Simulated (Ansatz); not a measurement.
# Strontium, fcc: convergence with the plane-wave cutoff

Computed with Ansatz, PBE, scalar-relativistic PAW, on the relaxed cell (a = 6.038 Å; spin not included). Errors count from a run at 420 eV on a Γ-centred 15×15×15 mesh with Fermi-Dirac smearing of 0.1 eV, extrapolated to zero width. Fixed here: mesh 9×9×9, Fermi-Dirac width 0.1 eV. The pressure holds a Pulay correction and is unreliable far below the recommended cutoff. The SCF starts from atomic densities corrected by a trained network.

| cutoff (eV) | E(σ→0) error (meV/atom) | P (GPa) | SCF iterations |
| --- | --- | --- | --- |
| 150 | 2487.4 | -0.20 | 6 |
| 200 | 374.3 | 0.09 | 6 |
| 250 | 42.0 | 0.02 | 6 |
| 300 | 5.6 | 0.01 | 6 |
| 350 | 3.2 | 0.01 | 6 |
| 420 | 2.8 | 0.00 | 6 |
| 500 | 2.7 | 0.00 | 6 |
| 600 | 2.7 | 0.00 | 6 |
| 800 | 2.7 | 0.00 | 6 |

Within 5 meV/atom of the last row: from 300 eV on.
